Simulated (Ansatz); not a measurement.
## Vertical ionisation energies of 7 species: errors by method

Ansatz 0.2.0, basis cc-pVTZ; geometries are PBE0/def2-TZVP minima. Wave-function levels freeze the cores with the filled d shells of p-block atoms; HF, MP2 and coupled cluster are restricted for singlets and unrestricted otherwise, restricted open-shell where a d shell is frozen, Kohn–Sham unrestricted where that lies lower. The reference is CCSDT(Q) or full CI (coupled cluster only where its series has nearly closed). Semilocal and hybrid functionals correlate all electrons outside any core potential and usually lie nearer their basis limit than the reference, so part of their error here is the reference's basis and frozen-core error; RPA and the MP2 part of double hybrids freeze the same cores as the reference. An error is the level's value less the reference. None of these values is a measured one. Energies are electronic, without zero-point terms. No spin–orbit coupling and no scalar relativity. The species are chosen: bound, without strong static correlation by their natural occupations or amplitudes, in their lowest spin state as far as vertical gaps and like structures tell, with only the lowest ion state computed, and with a ladder that closes on the reference, so errors are smaller than for species at large; levels whose determinant breaks symmetry or spin markedly are left out.

```csv
species,quantity,reference,value (eV),error CCSD(T),error CCSDT,error PBE,error PBE0,error B3LYP,error wB97M-V,error RPA-PBE
"Ge–CH2, singlet (C–Ge 1.786, C–H 1.089, angles at C 114/123°)",vertical ionisation to the doublet,CCSDT(Q),8.590,-0.016,-0.020,0.006,-0.133,-0.049,-0.152,0.167
"HAl–NH2, doublet (N–Al 1.774, Al–H 1.604, N–H 1.007/1.009, angles at N 110/124/125°, angles at Al 116°)",vertical ionisation to the singlet,CCSDT(Q),7.695,-0.002,0.002,0.021,0.125,0.121,-0.120,0.326
"H2Ge–O, singlet (O–Ge 1.632, Ge–H 1.542, angles at Ge 113/123°)",vertical ionisation to the doublet,CCSDT(Q),10.102,-0.003,-0.030,-0.012,-0.162,-0.021,-0.111,0.226
"SiH2, singlet (Si–H 1.526, angle at Si 91°)",vertical ionisation to the doublet,full CI,9.505,-0.007,-0.005,-0.145,-0.141,-0.022,-0.046,0.221
"H2Ge–BH, singlet (B–Ge 1.888, Ge–H 1.530, B–H 1.183, angles at B 160°, angles at Ge 113/116°)",vertical ionisation to the doublet,CCSDT(Q),8.227,-0.016,-0.013,-0.062,-0.160,-0.056,-0.168,0.171
"GeH3, doublet (Ge–H 1.539, angles at Ge 111°)",vertical ionisation to the singlet,CCSDT(Q),8.613,-0.005,0.000,0.098,0.156,0.169,0.040,0.221
"H2Al–PH2, singlet (Al–P 2.322, Al–H 1.586, P–H 1.420, angles at P 94/95°, angles at Al 119/121°)",vertical ionisation to the doublet,CCSDT(Q),9.477,0.002,-0.005,-0.152,-0.071,-0.047,0.020,0.164
```

| level | mean absolute error (eV) | mean signed error | largest error |
| --- | --- | --- | --- |
| CCSD(T) | 0.007 | -0.007 | -0.016 (Ge–CH2) |
| CCSDT | 0.011 | -0.010 | -0.030 (H2Ge–O) |
| B3LYP | 0.069 | 0.014 | 0.169 (GeH3) |
| PBE | 0.071 | -0.035 | -0.152 (H2Al–PH2) |
| wB97M-V | 0.094 | -0.077 | -0.168 (H2Ge–BH) |
| PBE0 | 0.135 | -0.055 | -0.162 (H2Ge–O) |
| RPA-PBE | 0.214 | 0.214 | 0.326 (HAl–NH2) |

Errors of one sign throughout: RPA-PBE (too high).
